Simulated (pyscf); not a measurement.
Optimised with ωB97X-D3(BJ)/def2-SVP in PySCF.

Question: PBE/def2-TZVP puts the barrier of HF (SMILES F) + H₂N–Ge(F)(F)–F (SMILES [NH2][Ge]([F])([F])[F]) -> F–Ge(F)(F)–F (SMILES [F][Ge]([F])([F])[F]) + NH₃ (SMILES N) (four-centre exchange; singlet surface; F–H, Ge–N broken, F–Ge, H–N formed) at -0.06 eV and the reaction energy at -0.34 eV, from the separated reactants. What do B3LYP-D3(BJ)/def2-TZVP, PBE0-D3(BJ)/def2-TZVP, ωB97M-D3(BJ)/def2-TZVP give on the same structures?

Answer: B3LYP-D3(BJ): ΔE‡ = 0.11 eV, ΔE = -0.30 eV; PBE0-D3(BJ): ΔE‡ = 0.05 eV, ΔE = -0.25 eV; ωB97M-D3(BJ): ΔE‡ = 0.13 eV, ΔE = -0.29 eV. PBE's barrier lies under all of them, by 0.10 to 0.19 eV. Its reaction energy lies under all of them, by 0.04 to 0.08 eV. On the reactant side the descent ends in a complex, 0.23 eV under the separated species and 0.35 eV under the saddle at ωB97X-D3(BJ)/def2-TZVP. On the product side the descent ends in an adduct with a Ge–N contact, 0.90 eV under the separated species and 1.29 eV under the saddle at ωB97X-D3(BJ)/def2-TZVP. At PBE the saddle lies under the separated reactants, which points to a path from their complex (located at ωB97X-D3(BJ) alone). What is counted as broken (Ge–N) persists as a longer contact in the product adduct; parting that adduct is a step of its own. This is the saddle that the search found; another between the same sides may lie lower. Elements up to Kr have no core potential and no relativistic terms here.
